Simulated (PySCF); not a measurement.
## BH: script and output

File input.py (PySCF 2.14):

```python
from pyscf import gto, dft

mol = gto.M(
    atom='B 0 0 0; H 0 0 1.135',
    basis='pcseg-2',
    charge=0,
    spin=0,
    symmetry=True,
    verbose=4,
)
mf = dft.UKS(mol, xc='pw91')
mf.kernel()
mf.dip_moment()
print('orbital energies (hartree):', [e[max(0, n-3):n+3].round(4) for e, n in zip(mf.mo_energy, mol.nelec)])
```

```bash
$ OMP_NUM_THREADS=1 python input.py
```

The log (some set-up lines and the per-cycle HOMO/LUMO lines with their warnings removed):

```
PySCF version 2.14.0

[INPUT] verbose = 4
[INPUT] num. atoms = 2
[INPUT] num. electrons = 6
[INPUT] charge = 0
[INPUT] spin (= nelec alpha-beta = 2S) = 0
[INPUT] symmetry True subgroup None
[INPUT] Mole.unit = angstrom
[INPUT] Symbol           X                Y                Z      unit          X                Y                Z       unit  Magmom
[INPUT]  1 B      0.000000000000   0.000000000000   0.000000000000 AA    0.000000000000   0.000000000000   0.000000000000 Bohr   0.0
[INPUT]  2 H      0.000000000000   0.000000000000   1.135000000000 AA    0.000000000000   0.000000000000   2.144839151381 Bohr   0.0

nuclear repulsion = 2.33117714061674
point group symmetry = Coov
symmetry origin: [0.         0.         0.35747319]
symmetry axis x: [1. 0. 0.]
symmetry axis y: [0. 1. 0.]
symmetry axis z: [0. 0. 1.]
num. orbitals of irrep A1 = 16
num. orbitals of irrep E1x = 9
num. orbitals of irrep E1y = 9
num. orbitals of irrep E2x = 4
num. orbitals of irrep E2y = 4
num. orbitals of irrep E3x = 1
num. orbitals of irrep E3y = 1
number of shells = 7
number of NR pGTOs = 63
number of NR cGTOs = 44
basis = pcseg-2
ecp = {}

******** <class 'pyscf.dft.uks_symm.SymAdaptedUKS'> ********
method = SymAdaptedUKS
initial guess = minao
damping factor = 0
level_shift factor = 0
DIIS = <class 'pyscf.scf.diis.CDIIS'>
diis_start_cycle = 1
diis_space = 8
diis_damp = 0
SCF conv_tol = 1e-09
SCF conv_tol_grad = None
SCF max_cycles = 50
direct_scf = True
direct_scf_tol = 1e-13
number electrons alpha = 3  beta = 3
XC library pyscf.dft.libxc version 7.0.0
    S. Lehtola, C. Steigemann, M. J.T. Oliveira, and M. A.L. Marques.,  SoftwareX 7, 1–5 (2018)
XC functionals = pw91
    J. P. Perdew. In P. Ziesche and H. Eschrig, editors, Proceedings of the 75. WE-Heraeus-Seminar and 21st Annual International Symposium on Electronic Structure of Solids, 11. Berlin, 1991. Akademie Verlag.
    J. P. Perdew, J. A. Chevary, S. H. Vosko, K. A. Jackson, M. R. Pederson, D. J. Singh, and C. Fiolhais.,  Phys. Rev. B 46, 6671 (1992)
    J. P. Perdew, J. A. Chevary, S. H. Vosko, K. A. Jackson, M. R. Pederson, D. J. Singh, and C. Fiolhais.,  Phys. Rev. B 48, 4978 (1993)
    J. P. Perdew. In P. Ziesche and H. Eschrig, editors, Proceedings of the 75. WE-Heraeus-Seminar and 21st Annual International Symposium on Electronic Structure of Solids, 11. Berlin, 1991. Akademie Verlag.
    J. P. Perdew, J. A. Chevary, S. H. Vosko, K. A. Jackson, M. R. Pederson, D. J. Singh, and C. Fiolhais.,  Phys. Rev. B 46, 6671 (1992)
    J. P. Perdew, J. A. Chevary, S. H. Vosko, K. A. Jackson, M. R. Pederson, D. J. Singh, and C. Fiolhais.,  Phys. Rev. B 48, 4978 (1993)
radial grids:
    Treutler-Ahlrichs [JCP 102, 346 (1995); DOI:10.1063/1.469408] (M4) radial grids

becke partition: Becke, JCP 88, 2547 (1988); DOI:10.1063/1.454033
pruning grids: <function nwchem_prune>
grids dens level: 3
symmetrized grids: True
atomic radii adjust function: <function treutler_atomic_radii_adjust>
small_rho_cutoff = 0
Freeze 0 electrons in irreps []
    6 free electrons in irreps A1 E1x E1y E2x E2y E3x E3y
Set gradient conv threshold to 3.16228e-05
tot grids = 23856
init E= -25.18411385385
cycle= 1 E= -25.258500298699  delta_E= -0.0744  |g|= 0.0675  |ddm|= 0.675
cycle= 2 E= -25.261433783697  delta_E= -0.00293  |g|= 0.0151  |ddm|= 0.343
cycle= 3 E= -25.2616274117686  delta_E= -0.000194  |g|= 0.00336  |ddm|= 0.0793
cycle= 4 E= -25.2616382097111  delta_E= -1.08e-05  |g|= 0.000601  |ddm|= 0.0114
cycle= 5 E= -25.2616385143643  delta_E= -3.05e-07  |g|= 0.000103  |ddm|= 0.00215
cycle= 6 E= -25.2616385246411  delta_E= -1.03e-08  |g|= 1.03e-05  |ddm|= 0.000416
cycle= 7 E= -25.2616385247315  delta_E= -9.04e-11  |g|= 1.87e-06  |ddm|= 2.07e-05
Extra cycle  E= -25.2616385247364  delta_E= -4.85e-12  |g|= 5.83e-07  |ddm|= 6.19e-06
converged SCF energy = -25.2616385247364  <S^2> = 2.3403501e-12  2S+1 = 1
Dipole moment(X, Y, Z, Debye):  0.00000,  0.00000,  1.81623
orbital energies (hartree): [array([-6.6043, -0.4577, -0.2001, -0.1281, -0.1281,  0.0438]), array([-6.6043, -0.4577, -0.2001, -0.1281, -0.1281,  0.0438])]
```

In short: E(SCF) = -25.261639 Eh, 7 cycles, μz(SCF) = 1.82 D.

It ran on Intel Xeon Platinum 8488C (1 thread, shared host) in 2.5 s.

The bond length is a typed value, not an optimised one. No search for the lowest solution was made.
